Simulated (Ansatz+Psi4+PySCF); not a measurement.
triplet S₂: levels of theory in one basis

```yaml
atoms:
  - { symbol: S, position_ang: [0.0000, 0.0000, 0.9601] }
  - { symbol: S, position_ang: [0.0000, 0.0000, -1.9202] }
```

Basis set: cc-pV(T+d)Z (spherical functions). Correlated methods keep 10 orbitals frozen. Correlation on ROHF uses semicanonical orbitals with singles. Charge 0, multiplicity 3.

Computed with Ansatz (development build ahead of 0.2.0); each method stands on the lowest determinant of its kind that the runs found.

| method | E − E(ROHF) (eV) | <S²> of the determinant |
| --- | --- | --- |
| ROHF | 0.00 | 2.00 |
| UHF | -1.47 | 2.85 |
| ROHF-MP2 | -8.28 | – |
| UHF-MP2 | -7.98 | 2.85 |
| ROHF-CCSD | -9.53 | – |
| ROHF-CCSD(T) | -10.18 | – |

Caution: the determinant breaks the point group. Caution for ROHF, ROHF-MP2, ROHF-CCSD, ROHF-CCSD(T): an unrestricted determinant lies well below. Caution for UHF, UHF-MP2: the unrestricted determinant is a mixture of spin states. Caution for ROHF-MP2, ROHF-CCSD, ROHF-CCSD(T): large amplitudes, a single reference is doubtful. Caution for ROHF-MP2, UHF-MP2: another reference gives a lower total. Caution for UHF-MP2: bonds are stretched, where a single reference can fail. Caution for ROHF-CCSD, ROHF-CCSD(T): the amplitudes may be one of several solutions.
